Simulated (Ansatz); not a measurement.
# CH₄AlN: basis-set convergence

The task here is to estimate one member of a computed series from the others.

The runs use Ansatz 0.2.0, Gaussian basis; one geometry, several basis sets.

Plan: PBE0-D4/def2-SVP; ωB97M-V/def2-SVP; PBE0-D4/def2-QZVPP; ωB97M-V/def2-QZVPP; the functionals' def2-TZVPP values are taken from earlier runs.

## The geometry

The geometry comes from an earlier relaxation with PBE0-D4 in a triple-zeta def2 set; it is a stationary point, not always the lowest conformer.

7 atoms, charge 0, spin multiplicity 1.

Atoms are counted from 1 here; the program's logs count them from 0.

Bond lengths: C1–N2 1.242 Å, C1–H4 1.101 Å, C1–H5 1.101 Å, N2–Al3 1.748 Å, Al3–H6 1.580 Å, Al3–H7 1.580 Å. Angles: N2–C1–H4 122.5°, N2–C1–H5 122.5°, H4–C1–H5 115.0°, C1–N2–Al3 179.9°, N2–Al3–H6 117.2°, N2–Al3–H7 117.2°, H6–Al3–H7 125.6°.

Set-up of the first run:

Input file in.yaml:

```yaml
crystal:
  periodic: [false, false, false]
  atoms:
    - {symbol: C, position_ang: [-1.225957, -0.193116, -0.831600]}
    - {symbol: N, position_ang: [-0.201265, -0.041769, -0.145874]}
    - {symbol: Al, position_ang: [1.241518, 0.173073, 0.817604]}
    - {symbol: H, position_ang: [-2.036361, -0.879542, -0.541079]}
    - {symbol: H, position_ang: [-1.391737, 0.349167, -1.775412]}
    - {symbol: H, position_ang: [1.210180, 1.301304, 1.922718]}
    - {symbol: H, position_ang: [2.464722, -0.777217, 0.507942]}
basis:
  gaussian: {orbitals: def2-SVP}
hamiltonian: {xc: pbe0, dispersion: d4}
output: {orbitals: {seedname: orbitals}}
```

On the command line:

```
> ansatz run in.yaml --threads 2 --pin off --events-out ev --progress --plain --max-ram 4352MiB
```

Steps of the session up to this table: PBE0-D4 in def2-SVP; ωB97M-V in def2-SVP; PBE0-D4 in def2-QZVPP; ωB97M-V in def2-QZVPP.

One of the session's tables, all rows but one given; the rest of the session is left out.

It belongs to the step «Density functionals: the series». 

```
functional       basis  HOMO (eV)
   PBE0-D4    def2-SVP      -6.73
   PBE0-D4  def2-TZVPP      -6.78
   PBE0-D4  def2-QZVPP      -6.79
   ωB97M-V    def2-SVP          ?
   ωB97M-V  def2-TZVPP      -9.07
   ωB97M-V  def2-QZVPP      -9.08
```

Estimate the missing values for ωB97M-V, def2-SVP.

As computed: HOMO (eV): -8.98. In the column «HOMO (eV)» it lies between ωB97M-V, def2-TZVPP (-9.07) and PBE0-D4, def2-QZVPP (-6.79).
